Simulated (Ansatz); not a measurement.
# PNH₂ (triplet): from Hartree-Fock to the top rungs, def2-TZVPP

The task here is to estimate one member of a computed series from the others.

Computed with Ansatz 0.2.0, Gaussian basis. Level: def2-TZVPP, core rule «outside noble gas», up to 6 orbitals frozen.

The runs, in order: UHF; ROHF; CCSD(T) on UHF.

2 further runs of the same task are left out: 2 set aside as unsound or not needed.

## What is computed

The geometry is a PBE0/def2-TZVP stationary point (not a proven minimum) of the parent state, kept for this charge and spin.

4 atoms, charge 0, spin multiplicity 3.

Atoms are counted from 1 here; the program's logs count them from 0.

Bond lengths: N1–P2 1.628 Å, N1–H3 1.013 Å, N1–H4 1.013 Å. Angles: P2–N1–H3 123.6°, P2–N1–H4 123.6°, H3–N1–H4 112.8°.

Set-up of the first run:

Input file in.yaml:

```yaml
crystal:
  periodic: [false, false, false]
  atoms:
    - {symbol: N, position_ang: [0.000000, 0.000000, 1.048831]}
    - {symbol: P, position_ang: [0.000000, 0.000000, -0.579049]}
    - {symbol: H, position_ang: [0.000000, 0.843898, 1.609559]}
    - {symbol: H, position_ang: [0.000000, -0.843898, 1.609559]}
basis:
  gaussian: {orbitals: def2-TZVPP}
magnetization: {spin_polarized: true, initial_magnetization: 2}
hamiltonian: {xc: hf}
output: {orbitals: {seedname: orbitals}}
```

Run with:

```console
> ansatz run in.yaml --threads 1 --pin off --events-out ev --progress --plain --max-ram 4096MiB --backend cpu
```

Steps of the session up to this table: UHF; ROHF; CCSD(T) on UHF.

One of the session's tables, all rows but one given; the rest of the session is left out.

```
  method  from UCCSD(T) (kJ/mol)
    ROHF                  +954.1
     UHF                       ?
    UMP2                  +102.3
   UCCSD                   +35.7
UCCSD(T)                       0
```

Estimate the missing values for UHF.

The run gave: from UCCSD(T) (kJ/mol): +934.4. In the column «from UCCSD(T) (kJ/mol)» it lies between UMP2 (+102.3) and ROHF (+954.1).
